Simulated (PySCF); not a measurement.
## Orbital picture of AlSi

PBE0 at R = 2.421 Å; PySCF, no relativity, basis sets Al def2-TZVP, Si def2-TZVP. State: ⁴Σ⁻ (quartet), unpaired electrons σ ↑, π ↑↑. Only the outer orbitals are listed, counted within each symmetry.

```csv
spin,orbital,occ.,ε (eV),on Al (%),main shells (%)
α,7σ,1,-13.66,19,"77 Si s, 15 Al s"
α,8σ,1,-9.04,62,"61 Al s, 19 Si p, 18 Si s"
α,3π,1,-5.85,26,"73 Si p, 23 Al p"
α,3π,1,-5.85,26,"73 Si p, 23 Al p"
α,9σ,1,-5.76,52,"47 Si p, 35 Al p, 17 Al s"
α,4π,0,-1.70,76,"75 Al p, 21 Si p"
α,4π,0,-1.70,76,"75 Al p, 21 Si p"
α,10σ,0,0.60,101,"92 Al p, 23 Si p, 11 Al s"
β,7σ,1,-11.42,31,"67 Si s, 25 Al s"
β,8σ,1,-7.56,64,"61 Al s, 24 Si s, 12 Si p"
β,9σ,0,-2.77,48,"50 Si p, 36 Al p, 12 Al s"
β,3π,0,-2.68,50,"49 Si p, 48 Al p"
β,3π,0,-2.68,50,"49 Si p, 48 Al p"
```

**Question.** Which are the highest filled and the lowest empty level, where do they sit, and how wide is the gap?

**Answer.** Highest filled α 9σ at -5.76 eV (in %: 47 Si p, 35 Al p, 17 Al s); lowest empty β 9σ at -2.77 eV (in %: 50 Si p, 36 Al p, 12 Al s); the gap at PBE0 is 2.99 eV.

The bond order (Mayer) is 1.55, the ⟨S²⟩ is 3.754 and the charge on Al (Mulliken, basis-dependent) is 0.19. The charge on Al (Löwdin, basis-dependent) is -0.01. The dipole moment (positive dipole means Al(−)Si(+)) is -1.34 D and the polarisability along the bond is 128.8 bohr³. The polarisability across the bond is 58.8 bohr³.

Shares are Mulliken populations and can fall outside 0 to 100 %.

The state was picked by a PBE0 search and need not be the measured ground state.
